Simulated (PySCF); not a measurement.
A GIAO shielding run with PySCF 2.14 (density fitting, non-relativistic, gas phase) on Disulfane (SMILES SS):

```
$ OMP_NUM_THREADS=1 python probes_run.py task.json out

{"job": {"kind": "nmr", "xc": "KT3", "basis": "pcSseg-2", "pop": false}, "charge": 0, "multiplicity": 1}
S      1.013485     0.486646     0.375942
S     -0.948280     0.459057    -0.201292
H      1.505341    -0.371518    -0.537733
H     -1.374954    -0.551359     0.579843
```

Hardware: 1 thread of an Arm Neoverse N1, shared host.

Q: How large is the calculation?

A: 34 electrons, 114 basis functions and 382 auxiliary functions.

Q: How long does it take, and how much memory does it need?

A: 5.5 s of wall time, with 12 SCF cycles; peak memory 0.38 GiB. Times on a shared host scatter by some tens of per cent.

Q: And these other runs on the same molecule and hardware: GIAO shielding at B97-2/pcSseg-2; GIAO shielding at PBE0/pcSseg-2; GIAO shielding at wB97X-D/pcSseg-2?

A: B97-2/pcSseg-2: 114 functions, 3.9 s; PBE0/pcSseg-2: 114 functions, 5.2 s; wB97X-D/pcSseg-2: 114 functions, 5.2 s.
